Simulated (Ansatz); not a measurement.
O2 (oxygen): methods side by side

O2 has 2 atoms, charge 0, and is taken as a triplet. SMILES: `O=O`. Geometry: optimised at PBE0/def2-SVP.

```xyz
2

O     0.5076   -0.1642    0.2614
O    -0.5076    0.1642   -0.2614
```

Each level gives the dissociation energy of the O2–O1 bond into triplet O and triplet O (shapes relaxed at PBE0/def2-SVP, no zero-point term) (eV). The values are calculated.

```csv
level,kind,program,value (eV),less CCSD(T)/def2-TZVPP
UHF/def2-TZVPP,Hartree–Fock,Ansatz,1.49,-3.42
USVWN5/def2-TZVPP,LDA,Ansatz,7.58,+2.67
UBLYP/def2-TZVPP,GGA,Ansatz,5.84,+0.93
U-r2SCAN/def2-TZVPP,meta-GGA,Ansatz,5.62,+0.71
UPBE0-D4/def2-TZVPP,global hybrid,Ansatz,5.40,+0.49
U-wB97M-V/def2-TZVPP,range-separated hybrid,Ansatz,5.34,+0.43
UCAM-B3LYP/def2-TZVPP,range-separated hybrid,Ansatz,5.40,+0.49
UB2PLYP/def2-TZVPP,double hybrid,Ansatz,5.28,+0.37
UCCSD(T)/def2-TZVPP,coupled cluster or CI,Ansatz,4.91,0.00
```

Differences are taken from UCCSD(T)/def2-TZVPP for orientation; it has basis-set and higher-order errors of its own. The values span 1.49 to 7.58 eV. Hartree–Fock misses the correlation of the electron pair that is broken and comes out low. Measured bond enthalpies also hold zero-point and thermal terms, a few tenths of an eV less.
